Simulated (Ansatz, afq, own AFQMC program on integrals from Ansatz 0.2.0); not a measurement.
# I, doublet in def2-SVP, levels against CCSDTQ

A free I atom.

Basis def2-SVP with its core potentials. Only valence electrons are correlated. Integrals, coupled cluster, full CI and functionals: Ansatz 0.2.0; the random walks run on the same integrals in our own AFQMC program. ph-AFQMC/CISD is guided by a CISD state made of CCSD amplitudes; releasing the constraint for a short imaginary time cuts its bias at the price of noise, slowly where states lie close. Free projection: walkers drawn from exp(T), propagated without any constraint. Its projection time is finite, and what remains of the start isn't in its error. ± is one standard error of the sampling. No spin–orbit coupling.

Determinant: UHF, the one that the program's search chose, which needn't be the lowest solution.

No full CI on the walks' own integrals is used here; CCSDTQ serves as the reference and is uncertain by about the last step of the cluster series.

Cautions: no spin-orbit coupling; inner d shell frozen.

The T1 diagnostic is 0.0054, the weight of the determinant in the CISD state is 0.950 and the ⟨S²⟩ of the determinant is 0.756. The size of the correlated space is 7 electrons in 17 orbitals.

| level | correlation energy (eV) |
| --- | --- |
| MP2 | -2.1209 |
| CCSD | -2.4618 |
| CCSD(T) | -2.4830 |

Estimate where phaseless AFQMC with the Hartree–Fock trial lies against CCSD(T) on the same integrals.

0.74 ± 0.29 kcal/mol above CCSD(T).

Reference: CCSDTQ, correlation energy -2.491 eV. The released energy is read at 1.50 1/Eh (meV from the phaseless value at times in 1/Eh: -0.5 ± 0.9 at 0.24, -0.6 ± 0.7 at 0.50, -0.9 ± 0.5 at 1.00, -2.1 ± 0.4 at 1.50).

| level | E − E(reference) (kcal/mol) | share of correlation (%) |
| --- | --- | --- |
| CCSD(T) | 0.18 | 99.69 |
| CCSDT | 0.08 | 99.85 |
| CCSDT(Q) | 0.01 | 99.98 |
| ph-AFQMC/HF | 0.92 ± 0.29 | 98.41 |
| ph-AFQMC/CISD | 0.05 ± 0.02 | 99.92 |
| released AFQMC | 0.00 ± 0.009 | 100.00 |
| free AFQMC | 0.00 ± 0.01 | 100.01 |

CCSDT and higher add their correlation energy to the determinant of the CCSD(T) run, since their own runs factorise the integrals more tightly (a shift of under 2 meV). Free projections are given only where their last times agree within the noise and don't stop above the reference; a slow remainder of the start can still hide under it. A walk keeps the symmetry of its determinant, which the program's search chose and which needn't be the lowest solution, so a lower state of the same spin and another symmetry isn't excluded. Released energies are given only where the last usable release times agree within the noise; a slower fall can still hide under it.
